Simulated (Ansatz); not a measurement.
# AlMgH+ (doublet): from Hartree-Fock to the top rungs, def2-TZVPP

The task here is to estimate one member of a computed series from the others.

Method: def2-TZVPP, core rule «outside noble gas», up to 10 orbitals frozen; program: Ansatz 0.2.0, Gaussian basis.

To be run: UHF; ROHF; CCSD(T) on UHF.

2 further runs of the same task are left out: 2 set aside as unsound or not needed.

## The system

The geometry is a PBE0/def2-TZVP stationary point (not a proven minimum) of the parent state, kept for this charge and spin.

3 atoms, charge 1, spin multiplicity 2.

Atoms are counted from 1 here; the program's logs count them from 0.

Bond lengths: Al1–H3 1.606 Å.

Set-up of the first run:

in.yaml reads:

```yaml
crystal:
  periodic: [false, false, false]
  atoms:
    - {symbol: Al, position_ang: [0.000000, 0.000000, 0.356700]}
    - {symbol: Mg, position_ang: [0.000000, 0.000000, -2.319100]}
    - {symbol: H, position_ang: [0.000000, 0.000000, 1.962400]}
basis:
  gaussian: {orbitals: def2-TZVPP}
total_charge: 1
magnetization: {spin_polarized: true, initial_magnetization: 1}
hamiltonian: {xc: hf}
output: {orbitals: {seedname: orbitals}}
```

Started as:

```
$ ansatz run in.yaml --threads 1 --pin off --events-out ev --progress --plain --max-ram 4096MiB --backend cpu
```

Steps of the session up to this table: UHF; ROHF; CCSD(T) on UHF.

One of the session's tables, all rows but one given; the rest of the session is left out.

It belongs to the step «Misses and costs». 

```
  method  from UCCSD(T) (meV)
    ROHF              +2377.9
     UHF              +2352.8
    UMP2               +612.6
   UCCSD                    ?
UCCSD(T)                    0
```

Estimate the missing values for UCCSD.

**Answer.** from UCCSD(T) (meV): +47.9. In the column «from UCCSD(T) (meV)» it lies between UCCSD(T) (0) and UMP2 (+612.6).
